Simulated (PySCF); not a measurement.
# FH₄PSi: electronic excitations and core binding energies

What electronic excitations and core binding energies should FH₄PSi (`FP[SiH3]`) show?

Programs: PySCF 2.14.0, with density-fitted response routines of our own. Each step states its level of theory. These are calculated values for one molecule in the gas phase, unless marked as measured. Atoms are numbered from 0 throughout.

## Step 1: The starting structure

7 atoms, charge 0, multiplicity 1; geometry from: GFN2-xTB.

Bonds of the start (Å): F0–P1 1.64, P1–Si2 2.26, P1–H3 1.40, Si2–H4 1.46, Si2–H5 1.46, Si2–H6 1.46.

## Step 2: Excited states and response: B3LYP/def2-SVPD

Job settings and geometry (Å):

```
{"job": {"kind": "uv", "xc": "B3LYP", "basis": "def2-SVPD", "nstates": 8, "ntriplets": 3}, "charge": 0, "multiplicity": 1}
F      1.744881     1.310894    -0.026092
P      1.325783    -0.163403    -0.622276
Si    -0.859830    -0.078336    -0.049119
H      1.724663    -0.837307     0.540742
H     -1.509241     0.870638    -0.953375
H     -1.359287    -1.436561    -0.256348
H     -1.063635     0.338980     1.339390
```

Method: TDDFT B3LYP/def2-SVPD, vertical, gas phase, core orbitals frozen in the response.

The program printed:

```text
coarse grid: 6816 points
cycle   1  E = -732.7492054650  dE =  6.466e-03  |g| = 4.567e-01  |ddm| = 2.683e+00
cycle   2  E = -732.6521629752  dE =  9.704e-02  |g| = 8.873e-01  |ddm| = 8.906e-01
cycle   3  E = -732.7865947768  dE = -1.344e-01  |g| = 3.023e-02  |ddm| = 5.567e-01
cycle   4  E = -732.7867751582  dE = -1.804e-04  |g| = 1.121e-02  |ddm| = 5.956e-02
cycle   5  E = -732.7868113778  dE = -3.622e-05  |g| = 2.043e-03  |ddm| = 2.128e-02
cycle   6  E = -732.7868129438  dE = -1.566e-06  |g| = 3.946e-04  |ddm| = 5.045e-03
final grid: 56944 points
cycle   7  E = -732.8709140611  dE = -3.646e-06  |g| = 2.698e-03  |ddm| = 2.530e-02
cycle   8  E = -732.8709117225  dE =  2.339e-06  |g| = 4.630e-03  |ddm| = 4.712e-03
cycle   9  E = -732.8709152857  dE = -3.563e-06  |g| = 1.842e-04  |ddm| = 2.882e-03
cycle  10  E = -732.8709152968  dE = -1.103e-08  |g| = 3.178e-05  |ddm| = 3.142e-04
cycle  11  E = -732.8709152971  dE = -3.436e-10  |g| = 1.144e-05  |ddm| = 8.002e-05
converged SCF energy = -732.8709152971

Static polarisability (au): isotropic 56.774, principal 49.806 50.668 69.847

Singlet excitations
state   eV       nm        f      main configurations
  1   4.7660    260.1   0.01171   H->L 0.98
  2   6.3334    195.8   0.01989   H->L+2 0.87, H->L+1 0.10
  3   6.4873    191.1   0.12393   H-1->L 0.46, H->L+1 0.38, H->L+2 0.10
  4   6.6525    186.4   0.15507   H-1->L 0.48, H->L+1 0.46
  5   6.9696    177.9   0.00400   H->L+3 0.96
  6   7.2607    170.8   0.03058   H->L+4 0.94
  7   7.8243    158.5   0.00551   H-3->L 0.95
  8   7.8830    157.3   0.01151   H->L+5 0.60, H-2->L 0.31

Triplet excitations (Tamm-Dancoff, eV): 3.8657 5.3534 5.8722
```

Run time: 10 s. Hardware: 1 thread, shared host.

The orbitals next to the gap, with their largest atomic shares:

```csv
orbital,eV,atoms
HOMO−3,-10.20,"Si2 38 %, H6 27 %, H4 15 %"
HOMO−2,-10.13,"Si2 43 %, H5 31 %, H4 15 %"
HOMO−1,-9.10,"P1 31 %, Si2 20 %, F0 18 %"
HOMO,-7.27,"P1 57 %, Si2 16 %, F0 15 %"
LUMO,-1.35,"P1 49 %, Si2 18 %, F0 16 %"
LUMO+1,-0.13,"Si2 35 %, P1 34 %, H6 11 %"
LUMO+2,0.02,"Si2 38 %, P1 21 %, H5 10 %"
```

With each of the 8 states as a Gaussian band of 0.4 eV half-width at 1/e, the curve within the window shown has maxima at 261 nm (ε 470), 189 nm (ε 12,000) L/(mol cm). Beyond the last state computed it falls off for lack of states. The curve at chosen wavelengths:

```json
{"nm": "152", "ε (L/mol/cm)": "371"}
{"nm": "158", "ε (L/mol/cm)": "808"}
{"nm": "164", "ε (L/mol/cm)": "1115"}
{"nm": "170", "ε (L/mol/cm)": "1878"}
{"nm": "175", "ε (L/mol/cm)": "3461"}
{"nm": "181", "ε (L/mol/cm)": "7478"}
{"nm": "187", "ε (L/mol/cm)": "11190"}
{"nm": "193", "ε (L/mol/cm)": "10484"}
{"nm": "199", "ε (L/mol/cm)": "6489"}
{"nm": "205", "ε (L/mol/cm)": "2846"}
{"nm": "210", "ε (L/mol/cm)": "1149"}
{"nm": "216", "ε (L/mol/cm)": "312"}
{"nm": "222", "ε (L/mol/cm)": "75"}
{"nm": "228", "ε (L/mol/cm)": "38"}
{"nm": "234", "ε (L/mol/cm)": "77"}
{"nm": "240", "ε (L/mol/cm)": "166"}
{"nm": "245", "ε (L/mol/cm)": "266"}
{"nm": "251", "ε (L/mol/cm)": "384"}
{"nm": "257", "ε (L/mol/cm)": "461"}
{"nm": "263", "ε (L/mol/cm)": "469"}
{"nm": "269", "ε (L/mol/cm)": "413"}
{"nm": "275", "ε (L/mol/cm)": "321"}
{"nm": "280", "ε (L/mol/cm)": "240"}
{"nm": "286", "ε (L/mol/cm)": "155"}
{"nm": "292", "ε (L/mol/cm)": "92"}
{"nm": "298", "ε (L/mol/cm)": "50"}
```

Further results of this job:

```csv
property,computed
dipole moment (D),1.69
polarisability (Å³),8.41
HOMO–LUMO gap (eV),5.92
−ε(HOMO) (eV),7.27
```

## Step 3: Core holes by ΔSCF: SCAN, X2C

Settings changed since step 2:

```diff
@@ -1,2 +1,2 @@
-{"job": {"kind": "uv", "xc": "B3LYP", "basis": "def2-SVPD", "nstates": 8, "ntriplets": 3}, "charge": 0, "multiplicity": 1}
+{"job": {"kind": "xps"}, "charge": 0, "multiplicity": 1}
 F      1.744881     1.310894    -0.026092
```

Method: delta-SCF UKS SCAN, pcX-2 on the ionised atom, pcseg-1 elsewhere, spin-free X2C.

The program printed:

```text
ground state, core basis on atom 0 (F), 101 functions
  cycle   1  E = -734.42019040  |g| = 5.91e-01
  cycle   2  E = -734.19402725  |g| = 1.34e+00
  cycle   3  E = -734.47223074  |g| = 5.01e-02
  cycle   4  E = -734.47273855  |g| = 2.55e-02
  cycle   5  E = -734.47292477  |g| = 5.97e-03
  cycle   6  E = -734.47293592  |g| = 2.12e-03
  cycle   7  E = -734.47293567  |g| = 3.61e-04
  E(ground) = -734.52353670 Eh
hole in F 1s of atom 0
  cycle   1  E = -708.12541489  |g| = 2.59e+00
  cycle   2  E = -707.92967463  |g| = 2.19e+00
  cycle   3  E = -708.96989692  |g| = 3.61e-01
  cycle   4  E = -709.00764510  |g| = 1.70e-01
  cycle   5  E = -709.02951635  |g| = 3.19e-02
  cycle   6  E = -709.03022618  |g| = 9.07e-03
  cycle   7  E = -709.03027771  |g| = 2.10e-03
  cycle   8  E = -709.03028098  |g| = 5.50e-04
  cycle   9  E = -709.03028176  |g| = 2.68e-04
  E(ion) = -709.08651901 Eh   <S^2> = 0.7578   hole on atom = 1.000   binding energy = 692.177 eV
ground state, core basis on atom 1 (P), 112 functions
  cycle   1  E = -734.54663625  |g| = 3.44e-01
  cycle   2  E = -734.54593406  |g| = 8.77e-02
  cycle   3  E = -734.54370369  |g| = 1.44e-01
  cycle   4  E = -734.54715117  |g| = 8.70e-03
  cycle   5  E = -734.54717106  |g| = 2.79e-03
  cycle   6  E = -734.54717315  |g| = 3.34e-04
  E(ground) = -734.56475608 Eh
hole in P 1s of atom 1
  cycle   1  E = -654.34093732  |g| = 4.71e+00
  cycle   2  E = -653.13449101  |g| = 2.47e+00
  cycle   3  E = -651.16816290  |g| = 1.96e+00
  cycle   4  E = -655.41661429  |g| = 3.84e-01
  cycle   5  E = -655.34038357  |g| = 6.07e-01
  cycle   6  E = -655.47421286  |g| = 6.56e-02
  cycle   7  E = -655.47607762  |g| = 1.86e-02
  cycle   8  E = -655.47627210  |g| = 4.64e-03
  cycle   9  E = -655.47628508  |g| = 9.28e-04
  cycle  10  E = -655.47628609  |g| = 3.08e-04
  E(ion) = -655.49622919 Eh   <S^2> = 0.7517   hole on atom = 1.000   binding energy = 2151.564 eV
hole in P 2p of atom 1
  cycle   1  E = -729.07706984  |g| = 1.37e+00
  cycle   2  E = -727.91056786  |g| = 1.62e+00
  cycle   3  E = -729.21126650  |g| = 5.37e-01
  cycle   4  E = -729.44696595  |g| = 1.18e-01
  cycle   5  E = -729.44515329  |g| = 1.40e-01
  cycle   6  E = -729.45248995  |g| = 4.23e-02
  cycle   7  E = -729.45314753  |g| = 1.07e-02
  cycle   8  E = -729.45320796  |g| = 1.49e-03
  cycle   9  E = -729.45320894  |g| = 6.37e-04
  cycle  10  E = -729.45320945  |g| = 3.08e-04
  E(ion) = -729.48281419 Eh   <S^2> = 0.7533   hole on atom = 1.002   binding energy = 138.287 eV
  2p3/2 = 137.850 eV   2p1/2 = 138.755 eV
ground state, core basis on atom 2 (Si), 112 functions
  cycle   1  E = -734.51745844  |g| = 2.88e-01
  cycle   2  E = -734.51721805  |g| = 5.71e-02
  cycle   3  E = -734.51647221  |g| = 8.29e-02
  cycle   4  E = -734.51795109  |g| = 1.47e-02
  cycle   5  E = -734.51798796  |g| = 3.53e-03
  cycle   6  E = -734.51799106  |g| = 2.97e-04
  E(ground) = -734.52443177 Eh
hole in Si 1s of atom 2
  cycle   1  E = -665.58351513  |g| = 4.35e+00
  cycle   2  E = -665.66583698  |g| = 2.12e+00
  cycle   3  E = -666.21298837  |g| = 8.18e-01
  cycle   4  E = -666.56631144  |g| = 4.06e-01
  cycle   5  E = -666.63180384  |g| = 1.89e-01
  cycle   6  E = -666.64442428  |g| = 4.99e-02
  cycle   7  E = -666.64579643  |g| = 1.12e-02
  cycle   8  E = -666.64589158  |g| = 3.53e-03
  cycle   9  E = -666.64589879  |g| = 1.00e-03
  cycle  10  E = -666.64590029  |g| = 2.00e-04
  E(ion) = -666.66109363 Eh   <S^2> = 0.7526   hole on atom = 1.000   binding energy = 1846.655 eV
hole in Si 2p of atom 2
  cycle   1  E = -730.23960344  |g| = 1.23e+00
  cycle   2  E = -730.05261536  |g| = 1.12e+00
  cycle   3  E = -730.49741353  |g| = 3.34e-01
  cycle   4  E = -730.55751812  |g| = 1.50e-01
  cycle   5  E = -730.56272090  |g| = 7.53e-02
  cycle   6  E = -730.56562483  |g| = 1.05e-02
  cycle   7  E = -730.56568774  |g| = 2.93e-03
  cycle   8  E = -730.56569351  |g| = 1.07e-03
  cycle   9  E = -730.56569326  |g| = 2.99e-04
  E(ion) = -730.58439607 Eh   <S^2> = 0.7535   hole on atom = 1.002   binding energy = 107.214 eV
  2p3/2 = 106.996 eV   2p1/2 = 107.619 eV
```

It took 33 s on 1 thread, shared host.

Binding energies by hole, beside the orbital energy of the ground state; the difference holds orbital relaxation and, for a density functional, its self-interaction error:

```csv
hole,stands for,environment,ΔSCF (eV; 2p as the shell's mean),−ε (eV),⟨S²⟩
F1s on F0,F0,fluorine bonded to P,692.18,666.5,0.758
P1s on P1,P1,"phosphorus bonded to F, Si, H",2151.56,2094.0,0.752
P2p on P1,P1,"phosphorus bonded to F, Si, H",138.15,126.9,0.753
Si1s on Si2,Si2,"silicon bonded to P, 3 H",1846.66,1793.6,0.753
Si2p on Si2,Si2,"silicon bonded to P, 3 H",107.20,96.5,0.753
```

With the spin-orbit splitting: P1 2p3/2 137.85, 2p1/2 138.75 eV; Si2 2p3/2 107.00, 2p1/2 107.62 eV. The table gives each 2p level as the mean over the whole 2p shell (two parts 2p3/2, one part 2p1/2), which differs a little from the single hole in the log.

## Step 4: Results

| quantity | value |
| --- | --- |
| lowest singlet (B3LYP/def2-SVPD) | 4.77 eV (260 nm), f = 0.012 |
| brightest single state of those computed | state 4, 6.65 eV, f = 0.155 |
| lowest triplet | 3.87 eV |
| F1s binding energies, SCAN/pcX-2 | F0 692.18 eV |
| P1s binding energies, SCAN/pcX-2 | P1 2151.56 eV |
| P2p binding energies, SCAN/pcX-2 | P1 138.15 eV |
| Si1s binding energies, SCAN/pcX-2 | Si2 1846.66 eV |
| Si2p binding energies, SCAN/pcX-2 | Si2 107.20 eV |

In words: The lowest singlet, at 4.77 eV, is HOMO→LUMO 0.98 and is weak; of the 8 states computed, the strongest absorption comes from state 4 at 6.65 eV. The lowest triplet lies 0.90 eV below the lowest singlet (triplets in Tamm-Dancoff, singlets in full TDDFT).
